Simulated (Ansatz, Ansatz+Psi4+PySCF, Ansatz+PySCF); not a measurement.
```yaml
atoms:
  - { symbol: C, position_ang: [0.0000, 0.0000, 0.0000] }
  - { symbol: H, position_ang: [0.0000, 0.0000, 1.0255] }
  - { symbol: H, position_ang: [0.0000, 0.8881, -0.5128] }
  - { symbol: H, position_ang: [0.0000, -0.8881, -0.5128] }
```

Basis set: cc-pVTZ (spherical functions). Frozen core: 1 orbital. Correlation on ROHF uses semicanonical orbitals with singles. Charge 0, multiplicity 2.

Computed with Ansatz (development build ahead of 0.2.0); each method stands on the lowest determinant of its kind that the runs found.

The atomization energy at this shape (free ground-state atoms in the same class of orbitals less the molecule, no zero-point energy) of doublet CH₃:

| method | atomization energy |
| --- | --- |
| ROHF-CCSD(T) | 12.91 eV |
| ROHF-MP2 | 12.87 eV |

Q: What does ROHF give?

A: 10.41 eV. Caution: the shape is not the minimum.
